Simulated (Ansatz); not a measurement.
**A basis-limit estimate, worked out**

The pair of H₂O (SMILES O, atoms 1–3) and CH₃Cl (SMILES CCl, atoms 4–8), both closed shells, in one local arrangement (a lower one may exist), relaxed at PBE0-D4/def2-TZVP:

```xyz
8
angstrom
O 0.0470 -0.3203 -2.0231
H 0.5536 0.3268 -1.5195
H -0.4446 0.1934 -2.6672
C -0.1209 -0.1579 1.2850
Cl 0.9117 1.2037 0.7830
H -0.4897 -0.6462 0.3858
H -0.9405 0.2403 1.8780
H 0.4834 -0.8398 1.8780
```

Both fragments are computed in the basis of the whole pair.

Computed with Ansatz 0.2.0 (basis: def2-TZVPPD and def2-QZVPPD); correlated methods freeze the cores.

Energies in eV:

| quantity | pair | first fragment | second fragment |
| --- | --- | --- | --- |
| Hartree–Fock, triple zeta (X = 3) | -15652.19495 | -2069.79560 | -13582.34120 |
| Hartree–Fock, quadruple zeta (X = 4) | -15652.66876 | -2069.88221 | -13582.72793 |
| MP2 correlation, X = 3 | -17.48237 | -7.18154 | -10.22198 |
| MP2 correlation, X = 4 | -18.82390 | -7.71618 | -11.01779 |
| CCSD(T) correlation, X = 3 | -19.12173 | -7.54778 | -11.49864 |

Task: Work out the interaction energy at the basis limit: extrapolate Hartree–Fock as E(X) = E∞ + A exp(−7.88 √X) and the MP2 correlation as E(X) = E∞ + B X^−2.97 (the exponents that Neese and Valeev fitted for def2-TZVPP and QZVPP, reused here for the diffuse sets), then add CCSD(T) − MP2 in triple zeta.

Result: Each step is linear, so take the differences first (pair − first fragment − second fragment): Hartree–Fock -0.05815 (X = 3) and -0.05862 (X = 4); MP2 correlation -0.07885 and -0.08993; CCSD(T) correlation -0.07531.
Two points give E∞ = E(4) + w [E(4) − E(3)], with w = 1/(exp(7.88 (2 − √3)) − 1) = 0.1377 for Hartree–Fock and w = 1/((4/3)^2.97 − 1) = 0.7407 for the correlation.
Hartree–Fock: -0.05862 + 0.1377 × (-0.00047) = -0.0587 eV.
MP2 correlation: -0.08993 + 0.7407 × (-0.01108) = -0.0981 eV.
CCSD(T) − MP2: -0.07531 − (-0.07885) = 0.0035 eV.
Sum: -0.0587 + (-0.0981) + 0.0035 = -0.1533 eV, or -3.54 kcal/mol. Plain CCSD(T) in triple zeta gives -0.1335 eV, so the larger basis shifts the result by -0.0198 eV.

T1 diagnostic: at most 0.011.

For scale, one of the runs: CCSD(T)/def2-TZVPPD, 213 basis functions, launched by `ansatz run in.yaml --threads 4 --pin off --events-out ev --progress --plain --max-ram 9574MiB`. Hardware: 4 CPU threads of an AMD EPYC 9R45, shared host. Wall time 11 s; peak host memory 3 GiB.
